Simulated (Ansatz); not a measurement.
System: formic acid, CH2O2, net charge 0, singlet state. SMILES: OC=O
Geometry from a B3LYP-D3(BJ)/def2-TZVP (Ansatz, a quantum-chemistry and plane-wave program) optimisation:
```xyz
5

O     -1.0316    -0.4355    -0.0191
C      0.0042     0.4206     0.0039
O      1.1586     0.1057     0.0179
H     -0.6697    -1.3375    -0.0221
H     -0.3712     1.4518     0.0079
```
Charge 0, spin multiplicity 1.

**Question.** Give the harmonic wavenumbers at B3LYP-D3(BJ)/def2-TZVP (Ansatz, finite differences of forces, unscaled).

**Answer.** 631, 684, 1054, 1123, 1301, 1404, 1819, 3048, 3705 cm⁻¹. Zero-point energy 21.1 kcal/mol.

**Question.** From these and the geometry, give the ideal-gas thermochemistry at 298.15 K and 1 atm (rigid rotor, harmonic oscillator).

**Answer.** Point group Cs, rotational symmetry number 1. Rotational constants 78.01, 12.07, 10.45 GHz. S(trans) 37.40, S(rot) 21.02, S(vib) 0.90, S(elec, spin only) 0.00, S 59.3 cal/(mol K). H(298) - H(0) 2.58 kcal/mol; G - E(el) 6.0 kcal/mol.
